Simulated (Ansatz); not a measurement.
Energy needed to pull apart AlSiH₃O (SMILES O=[SiH][AlH2]), singlet, into free ground-state atoms, from the structure below (displaced at random from its PBE0-D4/def2-TZVP minimum); no zero-point or spin–orbit terms; open-shell atoms are treated unrestricted, in their ground-state multiplicity.

| atom | x (Å) | y (Å) | z (Å) |
| --- | --- | --- | --- |
| O1 | 0.4656 | -2.0388 | 0.9421 |
| Si2 | -0.3398 | -1.1746 | -0.0600 |
| Al3 | 0.2679 | 1.1692 | -0.0154 |
| H4 | -1.3825 | -1.8255 | -0.8847 |
| H5 | 1.4508 | 1.6489 | -0.9889 |
| H6 | -0.4708 | 2.1572 | 0.9944 |

Program: Ansatz 0.2.0. Basis: def2-TZVPP. Cores are frozen in the correlated methods.

```
   method  atomization energy (kcal/mol)
   PBE-D4                              ?
r2SCAN-D4                              ?
  PBE0-D4                          396.0
  wB97M-V                          404.9
       HF                          275.6
      MP2                          401.5
     CCSD                          385.5
  CCSD(T)                          393.9
```

**Question.** What does r2SCAN-D4 give? (An estimate is asked for; the value comes from the calculation.)

**Answer.** By the calculation: 406.9 kcal/mol, which is about 13.0 kcal/mol more than CCSD(T)/def2-TZVPP.

**Question.** What does PBE-D4 give? (Judge from chemistry; the value comes from the calculation.)

**Answer.** The calculation gives: 408.0 kcal/mol, which is about 14.1 kcal/mol more than CCSD(T)/def2-TZVPP.

In triple zeta the MP2 and coupled-cluster atomization energies are still short of their basis limit by a few kcal/mol a bond, whereas those of the functionals are nearly converged, so these differences are not deviations from converged CCSD(T).

The T1 diagnostic stays at or below 0.023.

For scale, one of the runs: CCSD(T)/def2-TZVPP forces, 157 basis functions (an equivalent command: `ansatz run in.yaml --threads 2`). Hardware: 2 CPU threads, shared host. Wall time 69 s; peak host memory 1.8 GiB.
